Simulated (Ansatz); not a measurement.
```yaml
crystal:
  periodic: [false, false, false]
  atoms:
    - {symbol: P, position_ang: [0.351255, -0.253860, 0.065040]}
    - {symbol: S, position_ang: [-0.201969, -0.115625, -1.691895]}
    - {symbol: S, position_ang: [-0.284358, 0.267830, 1.795867]}
basis:
  gaussian: {orbitals: x2c-TZVPPall, final_grid: {core_spheres: 5, valence_spheres: 4, degree: 11}}
magnetization: {spin_polarized: true, initial_magnetization: 1}
hamiltonian: {xc: {name: PBE0}, dispersion: d4}
scf: {omitted_lower_state_checks: [starts]}
output: {forces: true}
```

```sh
$ ansatz run in.yaml --threads 2 --pin off --events-out ev --progress --plain --max-ram 4352MiB
```

It prints (some lines left out):

```
Functional definition: PBE0
916 factors; their error is unknown
mean field evaluation 1: about -31030.3832 eV, gradient 1.1e1 eV
mean field evaluation 2: about -31030.3338 eV, gradient 1.2e1 eV
mean field evaluation 4: about -31031.0553 eV, gradient 9.9e-1 eV
mean field evaluation 8: about -31031.1833 eV, gradient 2.5e-1 eV
mean field evaluation 16: about -31031.1835 eV, gradient 1.5e-4 eV
mean field -31031.18345848 eV, -1140.3749584076 hartree, gradient 7.4e-5 eV, S^2 0.757843; 0 other end points of the search recorded, 0 dependent functions left out
reference -31031.18346530 eV, -1140.3749586582 hartree; 24, 23 occupied and 102, 103 virtual orbitals, 916 factors
Total energy: -31031.27728308 eV, -1140.3784063979 hartree
Relativity: scalar
Atom 0 at     0.351255    -0.253860     0.065040 Å, force     0.966273    -0.312895     2.330419 eV/Å
Atom 1 at    -0.201969    -0.115625    -1.691895 Å, force    -0.854557     0.272723    -2.102284 eV/Å
Atom 2 at    -0.284358     0.267830     1.795867 Å, force    -0.111715     0.040172    -0.228134 eV/Å
Dipole moment:     0.052223    -0.034913    -0.060062 e Å
Checks for a lower state left out: starts
```

Run time 2.5 s (2 threads of Arm Neoverse V1 on a shared host).

DK, ANO-RCC and x2c sets are all-electron and run with scalar relativity unless a key says otherwise.
